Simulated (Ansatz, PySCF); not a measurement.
Gas-phase enthalpy of formation at 298 K, by the atomisation route, of C[CH]C (SMILES; C3H7). Geometries: B3LYP-D3(BJ)/def2-TZVP minima from Ansatz (a quantum-chemistry and plane-wave program). Cores are frozen in the correlated levels unless marked. UHF or UKS for open shells. Spin-orbit coupling is left out. No relativistic terms. CBS marks a two-point X^-3 extrapolation of the correlation energy; Hartree-Fock from the larger set. [CCSD(T)-MP2]/basis is that difference in the basis named. Thermal terms are rigid-rotor harmonic-oscillator values from B3LYP-D3(BJ) frequencies (PySCF) at 298.15 K and 1 atm. 1 Eh = 627.5095 kcal/mol.

```
species  count  E, RI-MP2/CBS(cc-pVTZ,cc-pVQZ)+[CCSD(T)-MP2]/cc-pVTZ (Ansatz) (Eh)  E, PBE/def2-TZVPD (Ansatz) (Eh)  measured ΔHf at 0 K (kcal/mol)  H(298) - H(0) of the element (kcal/mol)
-------  -----  ------------------------------------------------------------------  -------------------------------  ------------------------------  ---------------------------------------
C[CH]C       1                                                          -118.30800                       -118.34154                               -                                        -
C atom       3                                                           -37.79136                        -37.79605                          169.98                                     0.25
H atom       7                                                            -0.49995                         -0.49962                           51.63                                     1.01
```

Molecule: zero-point energy 55.00, H(298) - H(0) 3.85 kcal/mol. The route leaves out scalar relativity and anharmonic zero-point terms, the atoms' spin-orbit terms, and in the frozen-core level the core correlation. Atomic data: G2/97 table in ASE.

Question: Work out De, D0 and ΔHf at 0 and 298 K at both levels, and their errors against the measured value.

Answer: 
The atoms' values sum to 871.35 (0 K) and 7.82 (thermal), in kcal/mol.
- RI-MP2/CBS(cc-pVTZ,cc-pVQZ)+[CCSD(T)-MP2]/cc-pVTZ: De = 900.02; D0 = 900.02 - 55.00 = 845.02; ΔHf(0 K) = 871.35 - 845.02 = 26.33; ΔHf(298 K) = 26.33 + 3.85 - 7.82 = 22.36; error +0.9.
- PBE/def2-TZVPD: De = 913.69; D0 = 913.69 - 55.00 = 858.69; ΔHf(0 K) = 871.35 - 858.69 = 12.66; ΔHf(298 K) = 12.66 + 3.85 - 7.82 = 8.69; error -12.8.
Measured: 21.5 kcal/mol (G2/97 table in ASE (Curtiss et al.)). This is an older compilation, not checked against later work.
